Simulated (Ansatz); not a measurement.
# CS (singlet): wave-function methods side by side, 6-31G

One table from this session's results is given with a row withheld; the runs are named, their logs left out.

Program: Ansatz 0.2.0, Gaussian basis. Level of theory: 6-31G, core rule «outside noble gas», up to 6 orbitals frozen. These are calculated values, not measurements.

To be run: UHF; CCSD(T) on RHF; BCCD(T) on RHF; CISD; CCSDT(Q) on RHF; CISDTQ; CCSDTQ on RHF; CASSCF and MRCISD+Q, 10 electrons in 8 orbitals; CASSCF and NEVPT2, 10 electrons in 8 orbitals; Full CI.

9 further runs of the same task are left out: 9 set aside as unsound or not needed.

## What is computed

The geometry is an MP2(full)/6-31G* stationary point (not a proven minimum).

2 atoms, charge 0, spin multiplicity 1.

Atoms are counted from 1 here; the program's logs count them from 0.

Bond lengths: C1–S2 1.545 Å.

As a file:

```
C     0.00000    0.00000    0.00000
S     0.00000    0.00000    1.54465
```

Set-up of the first run:

in.yaml reads:

```yaml
crystal:
  periodic: [false, false, false]
  atoms:
    - {symbol: C, position_ang: [0.000000, 0.000000, 0.000000]}
    - {symbol: S, position_ang: [0.000000, 0.000000, 1.544650]}
basis:
  gaussian: {orbitals: 6-31G}
magnetization: {spin_polarized: true, initial_magnetization: 0}
hamiltonian: {xc: hf}
output: {orbitals: {seedname: orbitals}}
```

Launch:

```sh
ansatz run in.yaml --threads 1 --pin off --events-out ev --progress --plain --max-ram 3956MiB --backend cpu
```

Among the steps run: UHF; CCSD(T) on RHF; BCCD(T) on RHF; CISD; CCSDT(Q) on RHF; CISDTQ; CCSDTQ on RHF; CASSCF and MRCISD+Q, 10 electrons in 8 orbitals; CASSCF and NEVPT2, 10 electrons in 8 orbitals; Full CI.

One table of the session follows, with a row left open; its other results are not shown here.

It belongs to the step «Misses and costs». 

| method | from FCI (meV) |
| --- | --- |
| RHF | +4453.7 |
| RMP2 | +421.1 |
| CISD | +530.6 |
| RCCSD | +279.1 |
| RCCSD(T) | +35.4 |
| BCCD(T) | +25.5 |
| RCCSDT | +7.6 |
| CISDTQ | +42.5 |
| RCCSDT(Q) | +3.8 |
| RCCSDTQ | +1.5 |
| CASSCF valence | +1343.6 |
| NEVPT2 valence | ? |
| MRCISD valence | +40.2 |
| MRCISD+Q valence | +5.7 |
| FCI | 0 |

Estimate the missing values for NEVPT2 valence.

**Answer.** from FCI (meV): +357.6. In the column «from FCI (meV)» it lies between RCCSD (+279.1) and RMP2 (+421.1).
